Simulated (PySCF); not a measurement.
How well do the runs reproduce experiment for formyl fluoride?

**Measured values to compare with.**

NIST CCCBDB Release 22 (SRD 101), experimental dipoles lists, for the gas: dipole moment 2.081 D.

The runs below try to reproduce these values; the comparison stands at the end.

Compound: formyl fluoride, CHFO.
SMILES with atom numbers: `[O:1]=[CH:2][F:3]` (hydrogens: H4 on C2)

Structure used (PBE0-D3(BJ)/def2-SVP), in Å, numbered top down from 1:
```
atom  x, y, z in Å
O1    -0.889   -0.851   -0.002
C2    -0.077    0.001   -0.005
F3     1.230   -0.239   -0.011
H4    -0.253    1.095   -0.004
```

The PySCF runs (gas phase, on this PBE0-D3(BJ)/def2-SVP geometry; no spin–orbit coupling):

```json
{"level": "PBE0-D3(BJ)/def2-SVP, grid level 1", "job": "geometry optimisation from a GFN2-xTB start", "basis functions": "47", "wall time": "3.4 s"}
{"level": "BHandHLYP/def2-SVPD", "job": "10 singlets by full TDDFT, 4 Tamm–Dancoff triplets, polarisability, ΔSCF ions", "basis functions": "74", "wall time": "4.2 s"}
{"level": "CAM-B3LYP/def2-SVPD", "job": "10 singlets by full TDDFT, 4 Tamm–Dancoff triplets, polarisability, ΔSCF ions", "basis functions": "74", "wall time": "4.9 s"}
{"level": "LC-wPBE/def2-SVPD", "job": "10 singlets by full TDDFT, 4 Tamm–Dancoff triplets, polarisability, ΔSCF ions", "basis functions": "74", "wall time": "6.3 s"}
{"level": "PBE0/6-31+G*", "job": "10 singlets by full TDDFT, 4 Tamm–Dancoff triplets, polarisability", "basis functions": "56", "wall time": "1.7 s"}
{"level": "PBE0/aug-cc-pVDZ", "job": "10 singlets by full TDDFT, 4 Tamm–Dancoff triplets, polarisability", "basis functions": "78", "wall time": "2.4 s"}
{"level": "PBE0/aug-cc-pVTZ", "job": "10 singlets by full TDDFT, 4 Tamm–Dancoff triplets, polarisability", "basis functions": "161", "wall time": "5.6 s"}
{"level": "PBE0/def2-SVP", "job": "10 singlets by full TDDFT, 4 Tamm–Dancoff triplets, polarisability", "basis functions": "47", "wall time": "1.4 s"}
{"level": "PBE0/def2-SVPD", "job": "10 singlets by full TDDFT, 4 Tamm–Dancoff triplets, polarisability, ΔSCF ions", "basis functions": "74", "wall time": "4.1 s"}
{"level": "PBE0/def2-TZVP", "job": "10 singlets by full TDDFT, 4 Tamm–Dancoff triplets, polarisability", "basis functions": "99", "wall time": "3.0 s"}
{"level": "PBE0/def2-TZVPD", "job": "10 singlets by full TDDFT, 4 Tamm–Dancoff triplets, polarisability", "basis functions": "126", "wall time": "4.2 s"}
{"level": "wB97X-D/def2-SVPD", "job": "10 singlets by full TDDFT, 4 Tamm–Dancoff triplets, polarisability, ΔSCF ions", "basis functions": "74", "wall time": "4.7 s"}
```

Hardware: Arm Neoverse V1, one thread (shared host).

All basis functions are spherical.

**Comparison with experiment**

**Dipole moment.** Measured: 2.081 D (NIST CCCBDB Release 22 (SRD 101), experimental dipoles).

```tsv
level	computed (D)	computed − measured (D)	% (from the printed values)
PBE0-D3(BJ)/def2-SVP	2.011	-0.070	-3
BHandHLYP/def2-SVPD	2.262	+0.181	+9
CAM-B3LYP/def2-SVPD	2.173	+0.092	+4
LC-wPBE/def2-SVPD	2.164	+0.083	+4
PBE0/6-31+G*	2.180	+0.099	+5
PBE0/aug-cc-pVDZ	2.099	+0.018	+1
PBE0/aug-cc-pVTZ	2.099	+0.018	+1
PBE0/def2-SVP	2.011	-0.070	-3
PBE0/def2-SVPD	2.111	+0.030	+1
PBE0/def2-TZVP	2.088	+0.007	0
PBE0/def2-TZVPD	2.095	+0.014	+1
wB97X-D/def2-SVPD	2.158	+0.077	+4
```

12 of the 13 levels run are shown, the closest and the furthest among them. Closest is PBE0/def2-TZVP (+0.007 D), furthest BHandHLYP/def2-SVPD (+0.181 D); one molecule doesn't rank methods. The computed dipoles belong to one fixed geometry; measured ones are averaged over vibrations unless marked μe. Magnitudes are compared, not signs.

The geometry is computed, not the measured one. Where a level misses, the cause wasn't examined.
